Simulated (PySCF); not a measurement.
Computed with PBE-D3(BJ)/def2-TZVP // TPSSh-D3(BJ)/def2-TZVP run with PySCF 2.14.0. Isolated molecules, 0 K electronic values unless said otherwise. 

Reference species (SMILES): `[Cl][AlH][Cl]` (neutral, multiplicity 1).

```json
{
 "HOMO–LUMO gap": "5.73 eV",
 "HOMO": "-7.94 eV",
 "dipole_moment": "0.95 D",
 "LUMO": "-2.21 eV"
}
```

Changed species: `[Cl][Al]([Cl])[Cl]` (whole molecule; the reference has whole molecule).

**Question.** Give the shifts of the HOMO–LUMO gap, HOMO, dipole moment and LUMO.

**Answer.** the HOMO–LUMO gap increases by 0.06 eV, to 5.79 eV; the HOMO stays essentially unchanged; the dipole moment decreases by 0.95 D, to 0.00 D; the LUMO increases by 0.04 eV, to -2.17 eV.
